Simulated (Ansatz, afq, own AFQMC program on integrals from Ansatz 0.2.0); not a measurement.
GeH5O, doublet in cc-pVDZ, levels against CCSDT(Q)

```xyz
7

O    -2.2771   -0.0100    0.0000
H    -2.5265    0.9166    0.0000
H    -1.2321   -0.0100    0.0000
Ge    0.5129   -0.0100    0.0000
H     0.9815   -1.4759    0.0000
H     0.9815    0.7230   -1.2695
H     0.9815    0.7230    1.2695
```

Basis cc-pVDZ. Only valence electrons are correlated. Integrals, coupled cluster, full CI and functionals: Ansatz 0.2.0; the random walks run on the same integrals in our own AFQMC program. ph-AFQMC/CISD is guided by a CISD state made of CCSD amplitudes; releasing the constraint for a short imaginary time cuts its bias at the price of noise, slowly where states lie close. ± is one standard error of the sampling. No spin–orbit coupling.

Determinant: UHF, the one that the program's search chose, which needn't be the lowest solution. The geometry is a point of a scan.

No full CI on the walks' own integrals is used here; CCSDT(Q) serves as the reference and is uncertain by about the last step of the cluster series.

Cautions: no relativity below Rb; no spin-orbit coupling; inner d shell frozen.

```
T1 diagnostic                               : 0.0126
weight of the determinant in the CISD state : 0.877
⟨S²⟩ of the determinant                     : 0.765
size of the correlated space                : 15 electrons in 51 orbitals
```

Task: Estimate: order these by the size of their error in total energy against CCSDT(Q), smallest first.
A. CCSD
B. MP2
C. phaseless AFQMC with a CISD trial
D. CCSD(T)

Result: C (0.9 ± 0.6 kJ/mol), D (3.9 kJ/mol), A (21.4 kJ/mol), B (111.9 kJ/mol).

Reference: CCSDT(Q), correlation energy -9.449 eV.

A walk keeps the symmetry of its determinant, which the program's search chose and which needn't be the lowest solution, so a lower state of the same spin and another symmetry isn't excluded.
